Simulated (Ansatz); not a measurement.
Species: CS, charge 1, multiplicity 2. 
Structure (B3LYP-D3(BJ)/def2-TZVP (Ansatz, a quantum-chemistry and plane-wave program) minimum search):
```
C
S 1 1.4861
```
Charge +1, spin multiplicity 2.

Basis-set convergence of Hartree-Fock and CCSD(T) correlation energies (hartree) with Ansatz. Valence correlation only, unless marked. Open shells are spin-unrestricted. No spin-orbit coupling. No relativistic terms.

The UHF reference is spin-contaminated (<S^2> 0.71 over the pure value in the largest basis). The T1 diagnostic of CCSD in the largest basis is 0.091, which is high, so the coupled-cluster rows are less sure than usual.

```tsv
basis	functions	E(HF)	E(corr, CCSD(T))
aug-cc-pV(D+d)Z	55	-434.97155	-0.24458
aug-cc-pV(T+d)Z	101	-434.99319	-0.29185
aug-cc-pV(Q+d)Z	169	-434.99901	-0.30678
```

Extrapolating the two largest sets (X = 3 and 4) as X^-3: E(corr) = (64·(-0.30678) - 27·(-0.29185))/37 = -0.3177 Eh, an estimate of the basis-set limit. The largest set recovers 96.6 % of it, the smallest 77.0 %.
